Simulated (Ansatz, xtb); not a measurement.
## Relative energy of two structures of CH5MgN

Structure a: `C[NH][MgH]`, a singlet. Structure b: a singlet given by its coordinates. Both are isolated molecules in the gas phase, relaxed with PBE0-D3(BJ)/def2-SVP.

a (Å):

```yaml
atoms:
  - { symbol: C, position_ang: [-0.4029, 0.6857, -0.8137] }
  - { symbol: Mg, position_ang: [0.4378, 1.7524, 1.9105] }
  - { symbol: N, position_ang: [0.6068, 1.0432, 0.1527] }
  - { symbol: H, position_ang: [-0.3397, 1.2624, -1.7595] }
  - { symbol: H, position_ang: [-0.3870, -0.3861, -1.1002] }
  - { symbol: H, position_ang: [-1.4156, 0.8744, -0.4145] }
  - { symbol: H, position_ang: [1.5297, 0.8610, -0.2353] }
  - { symbol: H, position_ang: [0.3088, 2.3854, 3.4813] }
```

b (Å):

```json
{"atom": "C", "x (Å)": "-0.3818", "y (Å)": "1.5214", "z (Å)": "-0.5028"}
{"atom": "Mg", "x (Å)": "0.1958", "y (Å)": "1.8063", "z (Å)": "1.4790"}
{"atom": "N", "x (Å)": "0.3395", "y (Å)": "0.2627", "z (Å)": "-0.0603"}
{"atom": "H", "x (Å)": "1.2615", "y (Å)": "0.2012", "z (Å)": "-0.4912"}
{"atom": "H", "x (Å)": "-0.1363", "y (Å)": "-0.6071", "z (Å)": "-0.3032"}
{"atom": "H", "x (Å)": "-1.4518", "y (Å)": "1.2833", "z (Å)": "-0.6179"}
{"atom": "H", "x (Å)": "-0.0234", "y (Å)": "1.8938", "z (Å)": "-1.4741"}
{"atom": "H", "x (Å)": "0.6235", "y (Å)": "2.0567", "z (Å)": "3.1120"}
```

Close contacts (Å): C1–Mg2 2.08, C1–N3 1.52, Mg2–N3 2.18, C1–H6 1.10, C1–H7 1.10, Mg2–H8 1.71, N3–H4 1.02, N3–H5 1.02.

Which of the two would you expect CCSD(T)/def2-TZVPP electronic energies to favour?

Structure a; the calculation gives E(b) − E(a) = +63.4 kJ/mol.

How the difference moves with the method:

| level | geometry | E(b) − E(a) (kJ/mol) | departure from the last row (kJ/mol) | job, with rough time for the two |
| --- | --- | --- | --- | --- |
| GFN2-xTB | GFN2-xTB | +70.6 | +7.2 | optimisation, 0.12 s |
| HF/STO-3G | GFN2-xTB | +62.6 | −0.8 | single point, 0.12 s |
| r2SCAN-D4/def2-SVP | GFN2-xTB | +53.0 | −10.4 | single point, 1.9 s |
| PBE0-D3(BJ)/def2-SVP | PBE0-D3(BJ)/def2-SVP | +67.0 | +3.6 | optimisation, 17 s |
| HF/def2-TZVPP | PBE0-D3(BJ)/def2-SVP | +73.0 | +9.6 | part of the CCSD(T) run |
| MP2/def2-TZVPP | PBE0-D3(BJ)/def2-SVP | +67.0 | +3.6 | part of the CCSD(T) run |
| CCSD(T)/def2-TZVPP | PBE0-D3(BJ)/def2-SVP | +63.4 |  | single point, 54 s |

The levels shown agree on the order. The largest departure from CCSD(T)/def2-TZVPP is that of r2SCAN-D4/def2-SVP, 10.4 kJ/mol.

With harmonic frequencies from PBE0-D3(BJ)/def2-SVP (ideal gas, rigid rotor, one conformer each, 298.15 K, 1 atm): on the last row, ΔE + ΔZPE = +63.1, ΔH = +62.5, ΔG = +64.3 kJ/mol.

The correlated steps freeze 3 core orbitals; the last core shell of Mg is correlated, in a basis made for valence electrons. Mirror images aren't counted in ΔG. Codes used: Ansatz 0.2.0, xtb 6.7.1; the last row on 2 threads of Arm Neoverse V2 on a shared host.
